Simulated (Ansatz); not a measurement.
# BC (doublet): wave-function methods side by side at distance B1–C2 = 4.938 Å, cc-pVDZ

Aim: climb from Hartree-Fock through coupled cluster and multireference methods for BC (doublet) at one geometry and basis, and see what each rung misses.

Program: Ansatz 0.2.0, Gaussian basis. Level of theory: cc-pVDZ, core rule «outside noble gas», up to 2 orbitals frozen. These are calculated values, not measurements.

The runs, in order: UHF; CCSD(T) on UHF; BCCD(T) on ROHF; CISD; CCSDT(Q) on ROHF; CCSDT(Q) on UHF; CASSCF and MRCISD+Q, 3 electrons in 3 orbitals; CASSCF and NEVPT2, 3 electrons in 3 orbitals; CASSCF and MRCISD+Q, 7 electrons in 8 orbitals; CASSCF and NEVPT2, 7 electrons in 8 orbitals; Full CI; Full CI in the symmetry of the determinant.

29 further runs of the same task are left out: 3 for a known fault of the program, 19 that didn't finish, 7 set aside as unsound or not needed.

### 1 The geometry

The geometry derives from a PBE0/def2-TZVP stationary point (not a proven minimum). One bond is set to the value named and the two fragments are kept rigid.

2 atoms, charge 0, spin multiplicity 2.

Atoms are counted from 1 here; the program's logs count them from 0.

No contacts short enough for the rule that draws bonds.

Geometry (Å):

```xyz
2
charge 0, multiplicity 2
B     0.00000    0.00000    0.00000
C     0.00000    0.00000    4.93800
```

### 2 UHF

The input, in.yaml:

```yaml
crystal:
  periodic: [false, false, false]
  atoms:
    - {symbol: B, position_ang: [0.000000, 0.000000, 0.000000]}
    - {symbol: C, position_ang: [0.000000, 0.000000, 4.938000]}
basis:
  gaussian: {orbitals: cc-pVDZ}
magnetization: {spin_polarized: true, initial_magnetization: 1}
hamiltonian: {xc: hf}
output: {orbitals: {seedname: orbitals}}
```

On the command line:

```bash
ansatz run in.yaml --threads 1 --pin off --events-out ev --progress --plain --max-ram 2393MiB
```

Further steps of the session: CCSD(T) on UHF; BCCD(T) on ROHF; CISD; CCSDT(Q) on ROHF; CCSDT(Q) on UHF; CASSCF and MRCISD+Q, 3 electrons in 3 orbitals; CASSCF and NEVPT2, 3 electrons in 3 orbitals; CASSCF and MRCISD+Q, 7 electrons in 8 orbitals; CASSCF and NEVPT2, 7 electrons in 8 orbitals; Full CI; Full CI in the symmetry of the determinant.

Q: Predict the results of all the runs planned. Wanted: FCI below the UHF energy; UMP2 from FCI; UCCSD(T) from FCI; UCCSDT(Q) from FCI; NEVPT2 pair from FCI; MRCISD+Q pair from FCI; NEVPT2 valence from FCI; effectively unpaired electrons.

As calculated:

| quantity | value |
| --- | --- |
| FCI below the UHF energy | -3.6487 eV |
| UMP2 from FCI | +28.71 kcal/mol |
| UCCSD(T) from FCI | +0.48 kcal/mol |
| UCCSDT(Q) from FCI | +0.03 kcal/mol |
| NEVPT2 pair from FCI | +27.92 kcal/mol |
| MRCISD+Q pair from FCI | -2.18 kcal/mol |
| NEVPT2 valence from FCI | +14.37 kcal/mol |
| levels within 1 kcal/mol (43 meV) | UCCSD(T), UCCSDT, UCCSDT(Q), MRCISD+Q valence |
| effectively unpaired electrons | 3.39 |

What this shows: UCCSD(T) misses by +0.48 kcal/mol, 0.6 % of the correlation energy. MRCISD+Q pair, MRCISD+Q valence fall below full CI: the +Q correction isn't variational, and the cores differ from full CI's. With 3.4 effectively unpaired electrons against 1 the state is strongly multireference. Coupled cluster on one determinant still stays close here. Of the multireference levels listed MRCISD+Q valence comes nearest in total energy (-0.83 kcal/mol), which doesn't show that its space is the better one. The lowest state has another symmetry than the determinant, whose own symmetry lies 0.01 eV higher, so single-reference misses include that gap. These misses are within one basis, not against nature; the frozen cores of restricted and unrestricted runs differ, which can shift their rows.
